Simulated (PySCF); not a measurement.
**NMR data sheet: ethanol**

| Quantity | Value |
| --- | --- |
| Formula | C2H6O |
| SMILES | CCO |
| InChI | InChI=1S/C2H6O/c1-2-3/h3H,2H2,1H3 |
| Point group of the computed structure | C1 |
| Degrees of unsaturation | 0 |
| Carbon signals | 2 |
| Proton signals | 3 |

Molfile (atoms numbered from 1):
```
C2H6O
     RDKit          3D

  9  8  0  0  0  0  0  0  0  0999 V2000
    0.9186    0.0594    0.0421 C   0  0  0  0  0  0  0  0  0  0  0  0
   -0.5225   -0.4305   -0.0534 C   0  0  0  0  0  0  0  0  0  0  0  0
   -1.4159    0.5777   -0.4639 O   0  0  0  0  0  0  0  0  0  0  0  0
    1.5727   -0.7614    0.3227 H   0  0  0  0  0  0  0  0  0  0  0  0
    1.0053    0.8450    0.7918 H   0  0  0  0  0  0  0  0  0  0  0  0
    1.2437    0.4572   -0.9162 H   0  0  0  0  0  0  0  0  0  0  0  0
   -0.8375   -0.8476    0.9148 H   0  0  0  0  0  0  0  0  0  0  0  0
   -0.6073   -1.2145   -0.8089 H   0  0  0  0  0  0  0  0  0  0  0  0
   -1.3435    1.3208    0.1458 H   0  0  0  0  0  0  0  0  0  0  0  0
  1  2  1  0
  2  3  1  0
  1  4  1  0
  1  5  1  0
  1  6  1  0
  2  7  1  0
  2  8  1  0
  3  9  1  0
M  END
```

Calculated, not measured (PySCF 2.14): B3LYP/pcJ-1 coupling constants, geometry from GFN2-xTB, NMR shieldings at PBE0/pcSseg-1/GIAO. One computed conformer, rapidly exchanging positions averaged, gas phase, relativity neglected.

Scale: TMS for ¹H and ¹³C; H2O for ¹⁷O (reference shieldings calculated alike).

| carbon | δC, type | δH (multiplicity, J in Hz) | HMBC from (abs. J ≥ 3 Hz) | span of the C tensor (ppm) |
| --- | --- | --- | --- | --- |
| C1 | 22.3, CH3 | 1.18 (t, 7.2) | – | 39 |
| C2 | 63.2, CH2 | 3.93 (q, 7.2) | H4/H5/H6 | 71 |

Other nuclei:
```csv
atoms,nucleus,environment,δ (ppm),σ (ppm)
H9,¹H,hydrogen on an alcohol oxygen,-0.14,31.85
O3,¹⁷O,alcohol oxygen,49.7,286.4
```

Selected couplings (Hz, signed; the shortest-range and largest first, 30 at most; isotopes ¹³C, ¹H): ¹J(C2,H7) 146.3, ¹J(C1,H4) 131.7, ¹J(C1,C2) 36.1, ³J(H4,H7) 7.2.

1. Carbon types of the structure: 1 × CH2, 1 × CH3, leaving 1 H on heteroatoms.
2. δC 63.2: sp3 CH2 bonded to O; pulled downfield by the heteroatom.
3. δC 22.3: methyl carbon; saturated and bonded to C and H only.
4. δH 3.93: hydrogen on an sp3 CH2 bonded to O; its carbon carries O, an electronegative neighbour.
5. δH 1.18: hydrogen on a methyl carbon.
6. δH -0.14: hydrogen on an alcohol oxygen; exchangeable; this is the value without hydrogen bonding to other molecules.
7. The protons at 1.18 and 3.93 share a coupling of 7.2 Hz (vicinal).

Exchangeable OH/NH protons stand at their gas-phase positions; hydrogen bonding in a real sample shifts them, mostly to higher δ. Splittings below 1 Hz are ignored in the labels, and close J values are merged. Unscaled 3J(H,H) at this level run about 10 % above measured values. Shifts are as computed. Against solution values, carbons near 30 ppm lie about +3 ppm off and those near 130 ppm about +5 ppm. Of 1211 compounds with measured shifts, 218 miss one by over three times the rms of a fit or turn the order of signals round; such compounds aren't used in these exercises. Couplings to exchangeable protons are dropped. Experimental scales use liquid or dissolved standards, which lie at an offset from isolated H2O (liquid H2O: subtract about 36 ppm).
